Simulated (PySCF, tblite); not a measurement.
# C4H4OS: excited states, first hyperpolarisability

Wanted: excited states, first hyperpolarisability for C4H4OS (`Oc1cccs1`).

Computed with tblite 0.8.0 and PySCF 2.14.0 and routines of our own; the level stands in each step. Atoms count from 0.

### Step 1. The starting structure

10 atoms, charge 0, multiplicity 1; geometry from: force field or distance geometry start.

### Step 2. Geometry optimisation with GFN2-xTB

What the job is given:

```
{"job": {"kind": "relax", "xc": "GFN2-xTB", "basis": "xTB"}, "charge": 0, "multiplicity": 1}
O      2.329100     0.062200    -0.364300
C      1.007200     0.086400    -0.152900
C      0.125000    -0.951200    -0.306800
C     -1.216400    -0.557800     0.016900
C     -1.284300     0.745700     0.444800
S      0.247300     1.502600     0.413100
H      2.621700     0.965900    -0.142400
H      0.413700    -1.925700    -0.653900
H     -2.071900    -1.222600    -0.031500
H     -2.162500     1.299200     0.754400
```

Started as:

```
$ OMP_NUM_THREADS=1 python excited_run.py task.json out
```

This one command runs all jobs of the session in turn.

The log of the run:

```text
step      E/eV     max force
  0    -486.67241    1.441
  1    -486.72190    0.577
  2    -486.73426    0.362
  3    -486.73956    0.312
  4    -486.74594    0.258
  5    -486.75032    0.235
  6    -486.75428    0.172
  7    -486.75707    0.142
  8    -486.75920    0.140
  9    -486.76068    0.112
 10    -486.76154    0.072
 11    -486.76201    0.057
 12    -486.76231    0.049
 13    -486.76257    0.056
 14    -486.76276    0.056
 15    -486.76287    0.032
 16    -486.76292    0.014
 17    -486.76294    0.014
 18    -486.76296    0.016
 19    -486.76297    0.014
 20    -486.76298    0.008
```

Run time: 0.14 s. Hardware: 1 thread of Arm Neoverse N1, shared host.

Relaxation path:

```csv
step,energy from step 0 (eV),largest force (eV/Å)
0,0.0000,1.4406
1,-0.0495,0.5770
2,-0.0618,0.3615
3,-0.0671,0.3121
4,-0.0735,0.2575
5,-0.0779,0.2345
6,-0.0819,0.1717
7,-0.0847,0.1424
8,-0.0868,0.1404
9,-0.0883,0.1120
10,-0.0891,0.0722
11,-0.0896,0.0566
12,-0.0899,0.0493
13,-0.0902,0.0559
14,-0.0904,0.0560
15,-0.0905,0.0324
16,-0.0905,0.0137
17,-0.0905,0.0136
18,-0.0906,0.0158
19,-0.0906,0.0136
20,-0.0906,0.0077
```

Close pairs (by a distance rule), those that changed most:

```csv
bond,before (Å),after (Å),change (Å)
C1–S5,1.704,1.742,+0.038
C3–C4,1.374,1.353,-0.021
C2–C3,1.435,1.416,-0.019
C4–S5,1.709,1.727,+0.018
C4–H9,1.083,1.071,-0.012
O0–H6,0.975,0.964,-0.012
C1–C2,1.371,1.359,-0.012
C3–H8,1.085,1.075,-0.009
```

The final coordinates are the input of the step that follows.

### Step 3. Infrared spectrum with GFN2-xTB

What the job is given:

```
{"job": {"kind": "ir", "xc": "GFN2-xTB", "basis": "xTB"}, "charge": 0, "multiplicity": 1}
O      2.322636     0.056677    -0.369828
C      0.995227     0.098449    -0.137319
C      0.115945    -0.924354    -0.303019
C     -1.208943    -0.552710     0.029362
C     -1.320779     0.731334     0.439383
S      0.203917     1.541375     0.433510
H      2.729548     0.908570    -0.176869
H      0.407537    -1.898154    -0.647915
H     -2.043290    -1.227298    -0.037780
H     -2.192915     1.270764     0.747946
```

The log of the run:

```text
mode    cm-1     km/mol
  1     245.1      0.08
  2     274.5    156.90
  3     346.8      8.52
  4     456.0      1.09
  5     518.1      3.77
  6     527.4      3.01
  7     701.2     23.53
  8     721.8     13.15
  9     726.4      2.23
 10     794.5     16.43
 11     841.6      0.97
 12     842.0     15.06
 13    1056.0      3.32
 14    1073.4      1.69
 15    1106.2     40.59
 16    1192.5     35.51
 17    1219.0    343.55
 18    1348.3     24.23
 19    1504.0     92.34
 20    1589.4     77.69
 21    3132.2     14.98
 22    3154.6     11.85
 23    3172.9      5.66
 24    3535.6     39.47
```

Wall time 0.32 s (1 thread of Arm Neoverse N1, shared host).

Which atoms move in the most intense modes:

```csv
cm⁻¹,km/mol,atoms
274,156.9,H6 86 %
1106,40.6,"H6 47 %, H7 21 %"
1192,35.5,"H8 37 %, C1 14 %, C2 14 %, H7 10 %"
1219,343.6,"C1 31 %, H6 28 %, O0 18 %"
1348,24.2,"C2 31 %, C3 29 %"
1504,92.3,"C3 44 %, C4 32 %, C1 13 %"
1589,77.7,"C1 46 %, C2 29 %, C3 10 %"
3536,39.5,H6 94 %
```

### Step 4. Relaxing the molecule at PBE0-D3(BJ)/def2-SVP

The job, as its differences from that of step 3:

```diff
@@ -1,2 +1,2 @@
-{"job": {"kind": "ir", "xc": "GFN2-xTB", "basis": "xTB"}, "charge": 0, "multiplicity": 1}
+{"job": {"xc": "PBE0", "basis": "def2-SVP", "d3": "d3bj", "grid": 1, "kind": "geom"}, "charge": 0, "multiplicity": 1}
 O      2.322636     0.056677    -0.369828
```

The log of the run:

```text
step   0  E = -627.53728347  max force = 0.011902
step   1  E = -627.53833612  max force = 0.001658
step   2  E = -627.53834098  max force = 0.001162
step   3  E = -627.53834438  max force = 0.001359
step   4  E = -627.53834967  max force = 0.000253
optimisation converged
```

Run time: 23 s. Hardware: 1 thread of Arm Neoverse N1, shared host; peak memory 0.49 GiB.

Relaxation path:

```csv
step,energy from step 0 (eV),largest force component (eV/Å)
0,0.0000,0.6120
1,-0.0286,0.0853
2,-0.0288,0.0598
3,-0.0289,0.0699
4,-0.0290,0.0130
```

Distances of close pairs at the start and the end, largest changes first:

```csv
bond,before (Å),after (Å),change (Å)
C4–H9,1.071,1.088,+0.017
C3–H8,1.075,1.091,+0.016
C2–H7,1.073,1.089,+0.016
C3–C4,1.353,1.366,+0.013
C1–C2,1.359,1.369,+0.010
C2–C3,1.416,1.425,+0.010
O0–C1,1.348,1.343,-0.006
C4–S5,1.727,1.729,+0.003
```

The final coordinates are the input of the step that follows.

```csv
at the end point,value
point group (found at 0.08 Å tolerance),Cs
"rotational constants (GHz, main isotopes)","5.340, 3.279, 2.032"
dipole moment (D),0.98
```

### Step 5. Excited states: TDA B3LYP/def2-SVP

What the job is given:

```
{"job": {"kind": "states", "xc": "B3LYP", "basis": "def2-SVP", "tda": true, "soc": true, "nstates": 5, "ntriplets": 6, "nquad": 4}, "charge": 0, "multiplicity": 1}
O      2.417201     0.056224    -0.353465
C      1.096792     0.120227    -0.118339
C      0.205523    -0.905043    -0.289551
C     -1.123898    -0.517495     0.048295
C     -1.226648     0.779009     0.466111
S      0.314366     1.563225     0.457021
H      2.836505     0.900923    -0.160633
H      0.506939    -1.890450    -0.643283
H     -1.982977    -1.186938    -0.017881
H     -2.111146     1.329371     0.780964
```

With the program's defaults for keys left out, this is: TDA B3LYP/def2-SVP excited states, vertical, gas phase, spin-orbit mean-field couplings.

The log of the run:

```text
coarse grid: 9536 points
cycle   1  E = -627.7687195419  dE =  1.072e+00  |g| = 6.483e-01  |ddm| = 3.795e+00
cycle   2  E = -627.6585158441  dE =  1.102e-01  |g| = 9.645e-01  |ddm| = 1.719e+00
cycle   3  E = -627.8546441148  dE = -1.961e-01  |g| = 8.880e-02  |ddm| = 1.168e+00
cycle   4  E = -627.8565371816  dE = -1.893e-03  |g| = 3.806e-02  |ddm| = 1.654e-01
cycle   5  E = -627.8568692368  dE = -3.321e-04  |g| = 1.566e-02  |ddm| = 5.417e-02
cycle   6  E = -627.8569272511  dE = -5.801e-05  |g| = 3.143e-03  |ddm| = 1.789e-02
cycle   7  E = -627.8569295450  dE = -2.294e-06  |g| = 9.615e-04  |ddm| = 4.783e-03
final grid: 89280 points
cycle   8  E = -627.9410517230  dE = -2.111e-05  |g| = 4.527e-03  |ddm| = 2.393e-02
cycle   9  E = -627.9410438791  dE =  7.844e-06  |g| = 6.927e-03  |ddm| = 1.254e-02
cycle  10  E = -627.9410571433  dE = -1.326e-05  |g| = 7.505e-04  |ddm| = 8.868e-03
cycle  11  E = -627.9410572946  dE = -1.513e-07  |g| = 2.144e-04  |ddm| = 1.129e-03
cycle  12  E = -627.9410573056  dE = -1.096e-08  |g| = 5.621e-05  |ddm| = 2.576e-04
cycle  13  E = -627.9410573063  dE = -7.558e-10  |g| = 1.642e-05  |ddm| = 7.455e-05
converged SCF energy = -627.9410573063

Singlet excitations
state   eV       nm        f     d(h-e)  d(exc)  Lambda  PR(NTO)  |dmu|/D   mu/D   main configurations
  1   4.8522   255.5   0.00009   1.536   3.117   0.413   1.004    4.560    3.743   H->L+1 0.99
  2   5.8085   213.5   0.16343   0.800   2.684   0.798   1.199    1.635    1.901   H->L 0.85
  3   5.9676   207.8   0.00005   1.305   2.968   0.352   1.005    4.093    3.420   H-1->L+1 0.98
  4   6.3029   196.7   0.03843   0.370   2.591   0.721   1.695    0.673    1.363   H-1->L 0.62, H->L+2 0.28
  5   6.7774   182.9   0.00126   0.906   3.175   0.439   1.017                     H->L+3 0.96

Triplet excitations (Tamm-Dancoff)
state   eV     d(h-e)  d(exc)  Lambda  PR(NTO)   main configurations
  1   3.5871   0.268   2.464   0.818   1.046   H->L 0.97
  2   4.5994   1.445   3.047   0.413   1.011   H->L+1 0.98
  3   4.9891   0.036   2.426   0.701   1.373   H-1->L 0.83, H->L+2 0.16
  4   5.6059   0.661   2.444   0.788   1.477   H->L+2 0.77, H-1->L 0.17
  5   5.6862   1.062   2.816   0.355   1.015   H-1->L+1 0.93
  6   6.4488   1.113   3.036   0.437   1.050   H->L+3 0.88
S1 - T1 = 1.2651 eV

Spin-orbit couplings |<S|Hso|T>| (cm-1)
             T1       T2       T3       T4       T5       T6
S0        0.309   17.094    0.287    0.229  100.534   26.672
S1       30.622    1.230    2.099    1.156    0.286    9.047
S2        0.054   30.081    0.464    0.276   21.359   30.435
S3        2.758    0.301   30.038   11.911    0.549    1.549
S4        0.079   12.625    0.155    0.135   44.123   10.108
S5       30.044    6.870    3.069    4.569    0.256    2.823
T1 sublevels (cm-1): 0.000 0.001 0.043   radiative rates (1/s): 0.186 0.00503 2.9
```

Run time: 12 s. Hardware: 1 thread of Arm Neoverse N1, shared host; peak memory 0.53 GiB.

In short:

```csv
quantity,value
S1 less T1,1.27 eV
```

### Step 6. Excited states: TDDFT wB97X-D/def2-SVPD

The job, as its differences from that of step 5:

```diff
@@ -1,2 +1,2 @@
-{"job": {"kind": "states", "xc": "B3LYP", "basis": "def2-SVP", "tda": true, "soc": true, "nstates": 5, "ntriplets": 6, "nquad": 4}, "charge": 0, "multiplicity": 1}
+{"job": {"kind": "states", "xc": "wB97X-D", "basis": "def2-SVPD", "tpa": true, "nstates": 6, "nquad": 5, "ntriplets": 0}, "charge": 0, "multiplicity": 1}
 O      2.417201     0.056224    -0.353465
```

Method: TDDFT wB97X-D/def2-SVPD excited states, vertical, gas phase, two-photon moments by quadratic response.

The log of the run:

```text
coarse grid: 9536 points
cycle   1  E = -627.7171050866  dE =  1.276e+00  |g| = 5.648e-01  |ddm| = 5.600e+00
cycle   2  E = -627.7205887005  dE = -3.484e-03  |g| = 6.019e-01  |ddm| = 1.743e+00
cycle   3  E = -627.7871528311  dE = -6.656e-02  |g| = 4.840e-02  |ddm| = 8.682e-01
cycle   4  E = -627.7877269191  dE = -5.741e-04  |g| = 1.675e-02  |ddm| = 1.398e-01
cycle   5  E = -627.7877962328  dE = -6.931e-05  |g| = 7.814e-03  |ddm| = 6.768e-02
cycle   6  E = -627.7878116444  dE = -1.541e-05  |g| = 1.891e-03  |ddm| = 2.108e-02
cycle   7  E = -627.7878128185  dE = -1.174e-06  |g| = 6.736e-04  |ddm| = 4.807e-03
final grid: 89280 points
cycle   8  E = -627.8632224035  dE = -7.020e-05  |g| = 4.130e-03  |ddm| = 1.367e-01
cycle   9  E = -627.8632242372  dE = -1.834e-06  |g| = 3.598e-03  |ddm| = 2.185e-02
cycle  10  E = -627.8632270665  dE = -2.829e-06  |g| = 5.767e-04  |ddm| = 8.894e-03
cycle  11  E = -627.8632271678  dE = -1.014e-07  |g| = 2.659e-04  |ddm| = 2.310e-03
cycle  12  E = -627.8632271870  dE = -1.920e-08  |g| = 8.560e-05  |ddm| = 7.790e-04
cycle  13  E = -627.8632271902  dE = -3.140e-09  |g| = 2.550e-05  |ddm| = 3.012e-04
cycle  14  E = -627.8632271905  dE = -2.947e-10  |g| = 1.266e-05  |ddm| = 1.111e-04
converged SCF energy = -627.8632271905

Singlet excitations
state   eV       nm        f     d(h-e)  d(exc)  Lambda  PR(NTO)  |dmu|/D   mu/D   delta(TPA)   sigma/GM   main configurations
  1   4.9621   249.9   0.00020   1.629   3.218   0.339   1.014    4.976    4.404        1.14      0.010   H->L 0.88
  2   5.3858   230.2   0.10139   0.449   2.705   0.763   1.205    1.103    0.777       20.07      0.213   H->L+1 0.96
  3   5.8851   210.7   0.00022   1.175   2.936   0.317   1.019    4.033    3.500        3.51      0.044   H-1->L 0.80
  4   6.1043   203.1   0.05207   0.147   2.689   0.652   1.747    0.135    0.872       32.74      0.447   H-1->L+1 0.74, H->L+5 0.17
  5   6.2567   198.2   0.00016   1.056   3.591   0.293   1.043    3.413    2.739        5.31      0.076   H->L+2 0.70, H->L+3 0.12, H->L+4 0.11
  6   6.7291   184.3   0.00292   0.649   3.611   0.310   1.028                                            H->L+3 0.68, H->L+4 0.16
```

Run time: 29 s. Hardware: 1 thread of Arm Neoverse N1, shared host; peak memory 0.62 GiB.

### Step 7. First hyperpolarisability: quadratic response CAM-B3LYP/def2-SVPD

The job, as its differences from that of step 6:

```diff
@@ -1,2 +1,2 @@
-{"job": {"kind": "states", "xc": "wB97X-D", "basis": "def2-SVPD", "tpa": true, "nstates": 6, "nquad": 5, "ntriplets": 0}, "charge": 0, "multiplicity": 1}
+{"job": {"kind": "beta", "xc": "CAM-B3LYP", "basis": "def2-SVPD", "wavelengths": [1064]}, "charge": 0, "multiplicity": 1}
 O      2.417201     0.056224    -0.353465
```

With the program's defaults for keys left out, this is: quadratic response CAM-B3LYP/def2-SVPD first hyperpolarisability, Taylor convention, gas phase.

The log of the run:

```text
coarse grid: 9536 points
cycle   1  E = -627.6858397581  dE =  1.243e+00  |g| = 5.701e-01  |ddm| = 5.742e+00
cycle   2  E = -627.6694645156  dE =  1.638e-02  |g| = 6.759e-01  |ddm| = 1.820e+00
cycle   3  E = -627.7557063259  dE = -8.624e-02  |g| = 4.988e-02  |ddm| = 9.217e-01
cycle   4  E = -627.7562806148  dE = -5.743e-04  |g| = 1.710e-02  |ddm| = 1.349e-01
cycle   5  E = -627.7563532872  dE = -7.267e-05  |g| = 6.190e-03  |ddm| = 6.756e-02
cycle   6  E = -627.7563626564  dE = -9.369e-06  |g| = 2.072e-03  |ddm| = 1.702e-02
final grid: 89280 points
cycle   7  E = -627.8421314922  dE = -2.054e-05  |g| = 4.090e-03  |ddm| = 7.236e-02
cycle   8  E = -627.8421285336  dE =  2.959e-06  |g| = 5.350e-03  |ddm| = 1.774e-02
cycle   9  E = -627.8421357387  dE = -7.205e-06  |g| = 4.035e-04  |ddm| = 1.070e-02
cycle  10  E = -627.8421357708  dE = -3.212e-08  |g| = 1.832e-04  |ddm| = 1.061e-03
cycle  11  E = -627.8421357802  dE = -9.418e-09  |g| = 3.817e-05  |ddm| = 5.350e-04
cycle  12  E = -627.8421357806  dE = -4.236e-10  |g| = 1.711e-05  |ddm| = 1.440e-04
converged SCF energy = -627.8421357806

Lowest singlets (eV, f): 4.8038 0.0001  5.3475 0.0970  5.7456 0.0004

First hyperpolarisability (au)
process     nm      |vector|   parallel      HRS      DR
static         -      205.70     -82.83      81.61   5.853
shg       1064.0      239.48     -95.86      95.05   5.907
eope      1064.0      215.79     -86.76          -       -
```

Run time: 24 s. Hardware: 1 thread of Arm Neoverse N1, shared host; peak memory 0.64 GiB.

### Step 8. What came out

```
                                                 quantity                             value
                strongest single infrared mode (GFN2-xTB)             1219 cm⁻¹, 344 km/mol
                             zero-point energy (GFN2-xTB)                     43.0 kcal/mol
                                              point group                                Cs
                     rotational constants (main isotopes)              5.34, 3.28, 2.03 GHz
                  S1 less T1 (step 5, TDA B3LYP/def2-SVP)                           1.27 eV
β vector (step 7, quadratic response CAM-B3LYP/def2-SVPD)  static 206, SHG 1064.0 nm 239 au
```

What this shows: All 24 modes are real, so the xTB geometry is a minimum. The strongest single mode, at 1219 cm⁻¹, is carried by C1, H6, O0. Unscaled tight-binding wavenumbers are off by several per cent, some by more. Its intensities can rank the bands wrongly. Over 4 steps the energy fell by 0.029 eV; of the close pairs, C4–H9 changed most, 1.071 to 1.088 Å (PBE0/def2-SVP). In step 5, the number of triplets below S1 is 2, and the largest singlet-triplet spin-orbit coupling is S0–T5, 100.53 cm⁻¹. β grows from 206 au (static) to 239 au for doubling at 1064.0 nm: normal dispersion, which grows as twice the photon energy moves toward the bright states.
